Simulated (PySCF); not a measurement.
# CH3Li (CH3Li): the cost of one run

Programs: PySCF 2.14.0, with density-fitted response routines of our own. Each step states its level of theory. These are calculated values for one molecule, in the gas phase or a continuum, unless marked as measured. Atoms are numbered from 0 throughout.

## Step 1: The molecule as given

5 atoms, charge 0, multiplicity 1; geometry from: GFN2-xTB. The atoms were then displaced at random by about 0.01 Å, so the start is not that level's minimum.

Bonds of the start (Å): Li0–C1 1.94, C1–H2 1.11, C1–H3 1.09, C1–H4 1.09.

## Step 2: Optimising the geometry at PBE0-D3(BJ)/def2-SVP

Job settings and geometry (Å):

```
{"job": {"xc": "PBE0", "basis": "def2-SVP", "d3": "d3bj", "grid": 1, "shake": 0.01, "kind": "geom"}, "charge": 0, "multiplicity": 1}
Li     1.815190    -0.069030    -0.041750
C     -0.125810    -0.000860    -0.002510
H     -0.607570    -0.477530    -0.875570
H     -0.497490     1.020510     0.020190
H     -0.550740    -0.507070     0.861750
```

Run with:

```
OMP_NUM_THREADS=1 python probes_run.py task.json out
```

This one command runs all jobs of the session in turn.

**Question.** How long does this first job take on 1 thread of Intel Xeon at 2.50GHz, shared host, and how much memory does it need?

About 6 s, with a peak of 0.24 GiB.
